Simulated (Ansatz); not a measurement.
Z-matrix (Å, degrees):
```
C
N 1 1.406
N 1 1.260 2 122.7
H 1 1.091 2 118.1 3 179.9
C 2 1.248 1 121.0 3 177.6
H 3 1.022 1 109.4 2 -0.0
F 5 1.336 2 125.3 1 -0.2
H 5 1.086 2 123.6 1 179.8
```

The species carries charge 0 and has multiplicity 1.

(1) List the B3LYP/def2-TZVPP orbital energies in eV (the Gaussian-basis code of Ansatz). (An estimate is asked.)

## Answers

(1) Computed: Occupied: -673.07, -390.43, -389.54, -281.01, -279.08, -34.68, -26.80, -24.61, -19.02, -16.91, -15.57, -15.26, -14.06, -12.60, -11.84, -11.07, -8.74, -8.48, -8.02. Lowest empty: -1.95, 0.81, 1.47, 1.63, 1.86, 2.95, 3.28, 4.92.

B3LYP here is the variant with VWN-RPA as its local correlation; programs differ in this.
